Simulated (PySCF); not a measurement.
C4H4F2.
SMILES with atom numbers: `[F:1][CH2:2][C:3]#[C:4][CH2:5][F:6]` (hydrogens: H7, H8 on C2; H9, H10 on C5)

Method: PBE0-D3(BJ)/def2-SVP geometry optimisation, gas phase (PySCF 2.14.0); density fitting, grid level 1; the optimiser is geomeTRIC in internal coordinates, started from a GFN2-xTB structure with every atom displaced at random (about 0.01 Å).

Step 1: E = -9626.9149 eV
```
atom  x, y, z in Å  |  force x, y, z in eV/Å
F1     -2.6018   -0.8509    0.9801   -0.015  -0.081   0.114
C2     -2.0469   -0.0673    0.0053   -0.090  -0.008   0.216
C3     -0.5963    0.0014    0.0996    0.318  -0.041  -0.839
C4      0.6021    0.0621   -0.1051   -0.227  -0.137   0.838
C5      2.0555    0.1126   -0.0088    0.011   0.078  -0.230
F6      2.6740   -0.5282   -1.0478    0.003  -0.051  -0.019
H7     -2.3168   -0.4969   -0.9782    0.032   0.154   0.031
H8     -2.4756    0.9461    0.0945   -0.038  -0.002  -0.109
H9      2.3632   -0.3630    0.9416   -0.027   0.063  -0.064
H10     2.3930    1.1630   -0.0030    0.033   0.025   0.061
```

Step 2: E = -9626.9492 eV
```
atom  x, y, z in Å  |  force x, y, z in eV/Å
F1     -2.5998   -0.8527    0.9862    0.024   0.035  -0.028
C2     -2.0513   -0.0679    0.0049    0.038  -0.053   0.203
C3     -0.5966   -0.0141    0.0788   -0.043   0.008  -0.574
C4      0.6046    0.0458   -0.0825    0.046  -0.023   0.581
C5      2.0587    0.1158   -0.0073   -0.037  -0.010  -0.178
F6      2.6696   -0.5301   -1.0488   -0.006   0.020  -0.003
H7     -2.3303   -0.4820   -0.9795   -0.033   0.026  -0.013
H8     -2.4745    0.9487    0.0871   -0.004  -0.011  -0.002
H9      2.3786   -0.3533    0.9390    0.024   0.016   0.022
H10     2.3915    1.1686    0.0004   -0.008  -0.007  -0.009
```

Step 3: E = -9626.9888 eV
```
atom  x, y, z in Å  |  force x, y, z in eV/Å
F1     -2.5804   -0.8485    0.9905    0.010   0.032  -0.051
C2     -2.0543   -0.0696   -0.0063    0.045  -0.047   0.014
C3     -0.5978   -0.0368    0.0226   -0.244   0.062  -0.114
C4      0.6098    0.0196   -0.0234    0.184   0.072   0.109
C5      2.0621    0.1150    0.0050    0.007  -0.076   0.002
F6      2.6498   -0.5276   -1.0518   -0.011   0.028   0.013
H7     -2.3787   -0.4619   -0.9845   -0.035  -0.086  -0.029
H8     -2.4642    0.9513    0.0822    0.044   0.026   0.084
H9      2.4265   -0.3356    0.9440    0.035  -0.020   0.022
H10     2.3777    1.1730   -0.0001   -0.036   0.008  -0.049
```

Question: Estimate the geometry and energy of step 4. (The exact step hangs on the optimiser's Hessian estimate; all steps are aligned on step 3, rigid shifts and turns removed.)

Answer: E = -9626.9937 eV, largest force 0.061 eV/Å
```
atom  x, y, z in Å  |  force x, y, z in eV/Å
F1     -2.5691   -0.8499    0.9884    0.000   0.004  -0.022
C2     -2.0547   -0.0708   -0.0133    0.000  -0.002  -0.033
C3     -0.5995   -0.0335    0.0037   -0.051   0.031  -0.013
C4      0.6103    0.0216   -0.0050    0.029   0.037   0.013
C5      2.0626    0.1130    0.0120    0.019  -0.025   0.020
F6      2.6378   -0.5300   -1.0509    0.001   0.003   0.004
H7     -2.3948   -0.4632   -0.9877   -0.006  -0.041   0.004
H8     -2.4578    0.9524    0.0871    0.015   0.000   0.047
H9      2.4427   -0.3333    0.9475    0.007  -0.008   0.006
H10     2.3731    1.1726   -0.0036   -0.013   0.002  -0.026
```

The energy changes by -0.0049 eV. The first-order estimate −F·Δx gives -0.0078 eV and the mean of the old and new forces, exact on a quadratic surface, -0.0049 eV. The step makes an angle of 63° with the force vector and moves no atom by more than 0.019 Å.

The cost below is that of the whole optimisation. The run took 23 s wall on Arm Neoverse V2, one thread, on a shared host, and the process peaked at 0.41 GiB of memory.
